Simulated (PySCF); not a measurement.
C2H5O, SMILES C([O])C (connectivity only; charge and spin as stated), charge -1, multiplicity 1. Heavy atoms are numbered as in [CH3:1][CH2:2][O:3]. Hydrogens are named by the atom that carries them.

The structure is a stationary point at ωB97X-D3(BJ)/def2-SVPD. The multiplicity is an assumed one; other spin states were not compared. The isomer is the one that the SMILES or the coordinates give; other isomers of the formula were not compared.

The numbers are results of PBE0/pcSseg-2 (PySCF), not measurements.

GIAO shieldings, no solvent; atoms alike by connectivity are averaged. δ = σ(ref) − σ: ¹³C against TMS (σ = 186.1 ppm); ¹⁷O against H2O (σ = 327.8 ppm); ¹H against TMS (σ = 31.54 ppm), references at their B3LYP-D3(BJ)/def2-TZVP geometries, non-relativistic.

Question: Estimate the chemical shifts. (Estimate from the structure and the level; the computed values follow.)

Answer: 
```json
[
 {"nucleus": "¹³C", "atoms": "C2 (CH2)", "count": "1", "δ (ppm)": "83.8"},
 {"nucleus": "¹³C", "atoms": "C1 (CH3)", "count": "1", "δ (ppm)": "34.9"},
 {"nucleus": "¹⁷O", "atoms": "O3", "count": "1", "δ (ppm)": "148.5"},
 {"nucleus": "¹H", "atoms": "H on C2", "count": "2", "δ (ppm)": "5.85"},
 {"nucleus": "¹H", "atoms": "H on C1", "count": "3", "δ (ppm)": "1.02"}
]
```
